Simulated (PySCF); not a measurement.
A side-by-side comparison of computed properties.

First species: 3-(methylthio)thiophene, C5H6S2.
SMILES: `c1c(SC)ccs1`

Second species: cyclopentadienone, C5H4O.
SMILES: `O=C1C=CC=C1`

Levels: CAM-B3LYP/def2-SVPD for dipole moment, HOMO energy, LUMO energy, HOMO–LUMO gap, static isotropic polarisability and electronic spatial extent ⟨r²⟩ about the centre of nuclear charge; TDDFT CAM-B3LYP/def2-SVPD for lowest singlet excitation; TDA CAM-B3LYP/def2-SVPD for lowest triplet excitation (Tamm–Dancoff); GFN2-xTB for rotational constant A and rotational constant C. Geometries: GFN2-xTB. Each structure is a single optimised conformer of the isolated species, non-relativistic unless stated. Electronic properties by PySCF.

Dipoles, sizes and rotational constants follow the conformer. The torsions of the flexible species, by atom-mapped SMILES:
- `[CH3:1][S:2][c:3]1[cH:4][cH:5][s:6][cH:7]1`: C1–S2–C3–C4 -179°

**Question.** Which of the two has the higher ⟨r²⟩, and by how much?

**Answer.** The first: 1190 bohr² against 456 bohr², a difference of 734 bohr².

**Question.** Which has the higher T1 energy?

**Answer.** The first: 3.68 eV against 1.91 eV, a difference of 1.77 eV.

**Question.** Which has the higher S1 energy?

**Answer.** The first: 5.10 eV against 2.96 eV, a difference of 2.14 eV.

**Question.** Which has the higher rotational constant A?

**Answer.** The second: 8.397 GHz against 4.675 GHz, a difference of 3.722 GHz.

**Question.** Which has the higher HOMO–LUMO gap?

**Answer.** The first: 7.85 eV against 6.67 eV, a difference of 1.18 eV.

**Question.** Which of the two has the higher dipole moment, and by how much?

**Answer.** The second: 3.47 D against 0.98 D, a difference of 2.49 D.

**Question.** Which of the two has the higher static isotropic polarisability, and by how much?

**Answer.** The first: 96.3 au against 56.2 au, a difference of 40.1 au.

**Question.** Which has the higher LUMO energy?

**Answer.** The first: 0.61 eV against -1.87 eV, a difference of 2.48 eV.

On the first: The polarisability is 14.26 Å³ as a volume (1 au = 0.148185 Å³), or 1.42 au for each of the 68 electrons. No computed singlet falls in the visible range (750 to 380 nm, 1.65 to 3.26 eV); S1 lies 1.84 eV above its blue end.

On the second: A dipole of 3.47 D is allowed in C2v, and pure rotational transitions are dipole-allowed. 2 of the 8 computed singlets lie in the visible range (750 to 380 nm, 1.65 to 3.26 eV), with an oscillator strength of 0.006 in sum.
